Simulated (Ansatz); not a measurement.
# B(PH3)H3 (BPH₆): geometry, orbitals and charge

Aim: characterise B(PH3)H3 (BPH₆) as a singlet: its structure, frontier levels and distribution of charge.

Computed with Ansatz 0.2.0, Gaussian basis. Level: RKS PBE0-D4/def2-TZVP.

Plan: relaxation at PBE0-D4/def2-TZVP; a single point at PBE0-D4/def2-TZVP.

## (1) Starting geometry

8 atoms, charge 0, spin multiplicity 1.

Atoms are counted from 1 here; the program's logs count them from 0.

Bond lengths: B1–P2 1.907 Å, B1–H6 1.192 Å, B1–H7 1.192 Å, B1–H8 1.192 Å, P2–H3 1.387 Å, P2–H4 1.387 Å, P2–H5 1.386 Å. Angles: P2–B1–H6 104.7°, P2–B1–H7 104.9°, P2–B1–H8 104.7°, H6–B1–H7 113.8°, H6–B1–H8 113.7°, H7–B1–H8 113.7°, B1–P2–H3 120.6°, B1–P2–H4 120.5°, B1–P2–H5 120.9°, H3–P2–H4 96.3°, H3–P2–H5 96.3°, H4–P2–H5 96.3°.

The start is a GFN2-xTB geometry.

## (2) Relaxation at PBE0-D4/def2-TZVP

Input file in.yaml:

```yaml
crystal:
  periodic: [false, false, false]
  atoms:
    - {symbol: B, position_ang: [-0.004140, 0.009780, -1.104760]}
    - {symbol: P, position_ang: [0.000940, -0.006010, 0.801710]}
    - {symbol: H, position_ang: [0.666740, 0.979640, 1.514180]}
    - {symbol: H, position_ang: [0.533980, -1.081780, 1.495680]}
    - {symbol: H, position_ang: [-1.183970, 0.064230, 1.517500]}
    - {symbol: H, position_ang: [1.146420, -0.047370, -1.409760]}
    - {symbol: H, position_ang: [-0.529480, 1.037440, -1.400820]}
    - {symbol: H, position_ang: [-0.630480, -0.955930, -1.413720]}
basis:
  gaussian: {orbitals: def2-TZVP}
hamiltonian: {xc: pbe0, dispersion: d4}
scf: {omitted_lower_state_checks: [starts]}
output: {orbitals: {seedname: orbitals}}
relax: {f_tol: 0.02, max_steps: 100}
```

On the command line:

```sh
$ ansatz run in.yaml --threads 4 --pin off --events-out ev --progress --plain --max-ram 3916MiB
```

Further steps of the session: Single point, PBE0-D4/def2-TZVP.

**Question.** What will the summary of the whole plan be? Wanted: point group; B–P bond; HOMO, LUMO at PBE0-D4/def2-TZVP; dipole at PBE0-D4/def2-TZVP.

**Answer**, as computed:

```
                       quantity           value
                    point group             C3v
                       B–P bond         1.911 Å
HOMO, LUMO at PBE0-D4/def2-TZVP  -8.62, 0.43 eV
    dipole at PBE0-D4/def2-TZVP          4.01 D
```

In words: The molecule keeps its bonding pattern by the stored test; the atoms moved 0.04 Å (rms). No usable vibrations, so a minimum isn't proven.
